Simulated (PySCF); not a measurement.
`O(C)C1CC1`, C₄H₈O

Geometry:
```json
{"atom": "C1", "x (Å)": "1.723", "y (Å)": "-0.704", "z (Å)": "-0.611"}
{"atom": "O2", "x (Å)": "0.355", "y (Å)": "-0.626", "z (Å)": "-0.922"}
{"atom": "C3", "x (Å)": "-0.423", "y (Å)": "-0.373", "z (Å)": "0.195"}
{"atom": "C4", "x (Å)": "-1.703", "y (Å)": "0.339", "z (Å)": "-0.034"}
{"atom": "C5", "x (Å)": "-0.571", "y (Å)": "1.038", "z (Å)": "0.674"}
{"atom": "H6", "x (Å)": "1.929", "y (Å)": "-1.523", "z (Å)": "0.091"}
{"atom": "H7", "x (Å)": "2.087", "y (Å)": "0.232", "z (Å)": "-0.170"}
{"atom": "H8", "x (Å)": "2.257", "y (Å)": "-0.894", "z (Å)": "-1.542"}
{"atom": "H9", "x (Å)": "-0.400", "y (Å)": "-1.161", "z (Å)": "0.947"}
{"atom": "H10", "x (Å)": "-1.902", "y (Å)": "0.642", "z (Å)": "-1.054"}
{"atom": "H11", "x (Å)": "-2.572", "y (Å)": "0.038", "z (Å)": "0.536"}
{"atom": "H12", "x (Å)": "-0.652", "y (Å)": "1.225", "z (Å)": "1.737"}
{"atom": "H13", "x (Å)": "-0.043", "y (Å)": "1.799", "z (Å)": "0.113"}
```

Computed with PySCF, quadratic response CAM-B3LYP/def2-TZVPD first hyperpolarisability, Taylor convention, gas phase. Geometry: PBE0-D3(BJ)/def2-TZVP.

What is the first hyperpolarisability, and how does it disperse?

In 10⁻³⁰ esu, Taylor convention; the vector part is βᵢ = ⅓ Σⱼ (βᵢⱼⱼ + βⱼᵢⱼ + βⱼⱼᵢ); β∥ is 3/5 of the vector part along the dipole, the dipole points from − to +:
| process | λ (nm) | β vector norm | β∥ | β HRS | depolarisation ratio |
| --- | --- | --- | --- | --- | --- |
| static β(0;0,0) | ∞ | 0.84 | -0.50 | 0.33 | 6.05 |
| second harmonic β(−2ω;ω,ω) | 1907 | 0.87 | -0.51 | 0.34 | 6.03 |
| Pockels β(−ω;ω,0) | 1907 | 0.85 | -0.50 | – | – |
| second harmonic β(−2ω;ω,ω) | 1064 | 0.93 | -0.55 | 0.37 | 5.99 |
| Pockels β(−ω;ω,0) | 1064 | 0.87 | -0.52 | – | – |

Which lowest excitations, dipole and polarisabilities go with it?

S1 6.85 eV (f = 0.013); S2 7.30 eV (f = 0.012); S3 7.47 eV (f = 0.025); dipole 1.26 D; isotropic α 53.0 au static, 53.1 au at 1907 nm, 53.4 au at 1064 nm, 53.5 au at 953.5 nm, 54.5 au at 532 nm.
